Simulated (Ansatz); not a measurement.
Mulliken charges of AlFH2S (`[F][AlH][SH]`) from r2SCAN/def2-TZVPP in Ansatz (PBE0-D4/def2-TZVP geometry).

| atom | x (Å) | y (Å) | z (Å) | charge (e) |
| --- | --- | --- | --- | --- |
| F1 | -1.204 | -1.536 | 0.878 | -0.352 |
| Al2 | -0.514 | -0.309 | 0.025 | 0.646 |
| S3 | 1.536 | 0.183 | 0.533 | -0.264 |
| H4 | -1.341 | 0.430 | -1.085 | -0.145 |
| H5 | 1.572 | 1.158 | -0.392 | 0.115 |

Task: By hand: the dipole of these point charges (1 e Å = 4.8032 D).

Result: Σ q r = (0.061, 0.364, -0.321) e Å, of length 0.489 e Å = 2.35 D.

Task: How does the dipole of the full density compare? (An estimate is asked.)

Result: The calculation gave: (0.034, 0.280, -0.254) e Å, 1.82 D; the point charges give 1.29 times that, at 2° from its direction.

Point charges leave out the atoms' own dipoles, such as those of lone pairs, and Mulliken's split depends on the basis, so the two needn't agree.
